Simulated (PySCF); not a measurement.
Molecule: `CCCOCC`, C$_{5}$H$_{12}$O.

Bonds (- single, = double, # triple, : aromatic): C1-C2, C2-C3, C3-O4, O4-C5, C5-C6. C1 carries H7, H8, H9; C2 carries H10, H11; C3 carries H12, H13; C5 carries H14, H15; C6 carries H16, H17, H18.

Frames of a GFN2-xTB Langevin trajectory at 300 K; GIAO PBE0/pcSseg-1 shieldings in PySCF 2.14, gas phase, non-relativistic; equivalent atoms averaged within each frame.

References, each an isolated molecule treated in the same way: TMS for ¹³C (186.93 ppm), ¹H (31.72 ppm); ¹⁷O (336.08 ppm) against H2O. The references are static minima.

**Question.** How do the shifts (ppm) fluctuate along the trajectory?

**Answer.** 
| time (fs) | C3 | C5 | C2 | C6 | C1 | O4 | H12/H13 | H14/H15 | H10/H11 | H16/H17/H18 |
| --- | --- | --- | --- | --- | --- | --- | --- | --- | --- | --- |
| optimised geometry | 79.1 | 71.4 | 27.8 | 18.0 | 11.7 | 58.7 | 3.41 | 3.56 | 1.72 | 1.28 |
| 250 | 82.5 | 75.5 | 25.0 | 14.5 | 12.6 | 66.2 | 3.53 | 3.23 | 1.83 | 0.91 |
| 425 | 88.3 | 77.6 | 38.7 | 20.9 | 12.4 | 61.8 | 4.12 | 3.59 | 2.13 | 1.68 |
| 625 | 70.0 | 67.1 | 25.0 | 17.1 | 17.6 | 37.6 | 3.09 | 3.80 | 2.16 | 1.67 |
| 800 | 77.0 | 70.5 | 25.4 | 16.9 | 14.1 | 47.6 | 3.98 | 3.33 | 1.22 | 1.46 |
| 1000 | 85.8 | 74.7 | 25.5 | 17.1 | 9.5 | 61.3 | 4.17 | 3.33 | 1.04 | 1.17 |
| mean of frames | 80.7 | 73.1 | 27.9 | 17.3 | 13.2 | 54.9 | 3.78 | 3.46 | 1.68 | 1.38 |
| standard deviation | 7.4 | 4.2 | 6.0 | 2.3 | 2.9 | 11.9 | 0.46 | 0.23 | 0.52 | 0.33 |

5 frames give an uncertainty of the mean of about the standard deviation over 2.2 at best, since frames this close in time may not be independent; classical motion lacks zero-point vibration, and the reference would need the same averaging.
